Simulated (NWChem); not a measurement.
# Correlation energy of O (-1)

```xyz
1

O      0.0000     0.0000     0.0000
```
Charge -1, spin multiplicity 2.

The numbers come from NWChem runs, not from measurements.

Basis set: def2-SVPD. Each correlation energy counts from its own Hartree-Fock reference.

The correlated methods keep 1 core orbital frozen. The stability of the SCF solutions was not checked. Open-shell Hartree-Fock references start from PBE0 orbitals. Coupled-cluster values serve here as a point of comparison, not as the truth.

One of these methods gave a correlation energy of -171.7 mHa. Which?
A. UMP2
B. CCSD[T] on UHF
C. SCS-UMP2
D. CCSD on UHF

A, UMP2. The others give -167.2 (SCS-UMP2), -181.9 (CCSD on UHF), -188.8 (CCSD[T] on UHF).
